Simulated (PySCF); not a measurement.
hydrogen peroxide cation (H2O2), SMILES OO (connectivity only; charge and spin as stated), charge +1, multiplicity 2.

The structure is a stationary point at B3LYP-D3(BJ)/def2-TZVP. The multiplicity is an assumed one; other spin states were not compared.

These are B3LYP-D3(BJ)/def2-TZVP in PySCF values and carry that method's errors.

No scaling factor is applied to the harmonic values.

**Question.** Give all harmonic wavenumbers and intensities. (The exact figures need the calculation; the answer reports its results.)

**Answer.** 
```tsv
mode	ν (cm⁻¹)	IR (km/mol)	moving atoms (share of kinetic energy)
1	866	330.9	H 94 %
2	1247	0.0	O 99 %
3	1310	231.0	H 94 %
4	1585	0.0	H 85 %, O 15 %
5	3400	639.2	H 94 %
6	3420	0.0	H 94 %
```
